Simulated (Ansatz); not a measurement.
Fluorite SrCl₂

The numbers are results of PBE-D3(BJ) (PAW; Ansatz, a program for electronic structure), not measurements.

Numerical settings: plane-wave cutoff 500 eV, 8×8×8 k mesh, gaussian smearing 0.02 eV, scalar-relativistic PAW data made under PBE.

Cell: relaxed at this level.

```
Quantity                                           Value
---------------------------  ---------------------------
equilibrium volume per atom                28.07 Å³/atom
lattice parameter a                              6.958 Å
band gap                     5.38 eV (on the SCF k mesh)
```

Measured, for comparison: band gap 7.5 eV (temperature not stated, not corrected to a static lattice; as tabulated in Aguado et al. (1999), arXiv:cond-mat/9901145); equilibrium volume per atom 28.27 Å³/atom, lattice constant a 6.974 Å (room temperature, not corrected to a static lattice; as tabulated in Kanchana et al., Calculated structural, elastic and electronic properties of …). Computed (rounded) less measured: equilibrium volume per atom -0.7 %, lattice constant a -0.2 %. A static lattice is as a rule a little smaller and stiffer than an uncorrected measurement, which narrows the difference in the equilibrium volume per atom and would widen misses of the other sign.

Spin–orbit coupling is not included.

The computed numbers hold no vibrational or temperature effects.
